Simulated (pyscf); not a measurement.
A first-order saddle from PySCF, ωB97X-D3(BJ)/def2-SVP:

```xyz
12

C     -1.9040     1.0313    -0.6460
C     -0.4971     0.8761    -0.0548
Zn    -0.1774    -1.2153     0.0995
H     -2.0720     0.3465    -1.4950
H     -2.6783     0.8059     0.1086
H     -2.1027     2.0521    -1.0140
H     -0.3020     1.6788     0.6784
H      0.2859     1.0191    -0.8225
H      0.2369    -2.4513    -0.7253
S     -0.9302    -0.9248     2.4631
H     -0.6215     0.1151     1.2823
H      0.3436    -0.8955     2.9051
```
Charge 0, spin multiplicity 1.

Surface: singlet, charge 0. Lowest wavenumbers (cm⁻¹): 1280i, 46, 114, 191, 234.

### Question
Name the species on either side of this saddle.

### Answer
H₃C–CH₂–ZnH (SMILES C[CH2][ZnH]) + H₂S (SMILES S) <-> H₃C–CH₃ (SMILES CC) + HS–ZnH (SMILES [SH][ZnH]), a four-centre exchange read from left to right: C–Zn, H–S broken and C–H, S–Zn formed. At ωB97M-D3(BJ)/def2-TZVP it lies +0.78 eV from the left side and +2.15 eV from the right (each side as separated species at their lowest minima found). On the reactant side the descent ends in a complex, 0.29 eV under the separated species and 0.95 eV under the saddle at ωB97X-D3(BJ)/def2-TZVP. At ωB97X-D3(BJ)/def2-TZVP the barrier from the zero used here is 0.66 eV. This is the saddle that the search found; another between the same sides may lie lower. Elements up to Kr have no core potential and no relativistic terms here.
